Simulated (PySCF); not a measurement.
Consider 1-methylimidazole, `Cn1ccnc1` (C4H6N2). Numbering: `[CH3:1][n:2]1[cH:3][cH:4][n:5][cH:6]1` These are map numbers, not IUPAC locants.

Computed at ωB97X-D3(BJ)/def2-TZVP // PBE0-D3(BJ)/def2-SVP with PySCF (density fitting, grid level 2). ωB97X-D3(BJ) is ωB97X-V with D3(BJ) in place of VV10. Thermal corrections: PBE0-D3(BJ)/def2-SVP frequencies, unscaled, ideal gas at 298.15 K and 1 bar, quasi-RRHO entropy.

Rank these of its sites by proton affinity, highest first.
A. N5 (pyridine-type nitrogen)
B. N2 (pyrrole-type nitrogen)

A (978 kJ/mol), B (770 kJ/mol).

For N5 (pyridine-type nitrogen), what are ΔE (electronic) and ΔG(298 K) of removing the proton again?

ΔE = 1008 and ΔG = 946 kJ/mol, beside ΔH = 978 kJ/mol. The protonated species is `Cn1cc[nH+]c1`.

Of those listed, which site of protonation is favoured in dichloromethane (IEF-PCM), and by how much?

N5 (pyridine-type nitrogen), by 183 kJ/mol over N2 (pyrrole-type nitrogen); the gas phase favours the same one.
